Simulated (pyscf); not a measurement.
Optimised with ωB97X-D3(BJ)/def2-SVP in PySCF. Correlated levels are frozen-core, on RHF or UHF. ΔMP2 is the change of the MP2 total energy from the triple- to the quadruple-zeta basis.

Problem. PBE/def2-TZVP puts the barrier of F–SiH₃ + NH₂• -> F–SiH₂• + NH₃ (hydrogen abstraction; doublet surface; H–Si broken, H–N formed) at -13.5 kJ/mol and the reaction energy at -85.5 kJ/mol, from the separated reactants. What do B3LYP-D3(BJ)/def2-TZVP, ωB97M-D3(BJ)/def2-TZVP, CCSD(T)/def2-TZVPP + ΔMP2(QZVPP) give on the same structures?

Solution. B3LYP-D3(BJ): ΔE‡ = 9.4 kJ/mol, ΔE = -64.3 kJ/mol; ωB97M-D3(BJ): ΔE‡ = 22.3 kJ/mol, ΔE = -63.5 kJ/mol; CCSD(T): ΔE‡ = 28.7 kJ/mol, ΔE = -65.5 kJ/mol. PBE's barrier lies under all of them, by 22.8 to 42.2 kJ/mol. Its reaction energy lies under all of them, by 20.0 to 22.0 kJ/mol. At PBE the saddle lies under the separated reactants, which points to a path from their complex (located at ωB97X-D3(BJ) alone). This is the saddle that the search found; another between the same sides may lie lower. The angle at the transferred H is 154°. The CCSD(T) − MP2 part came from Ansatz, without density fitting, on the same reference.
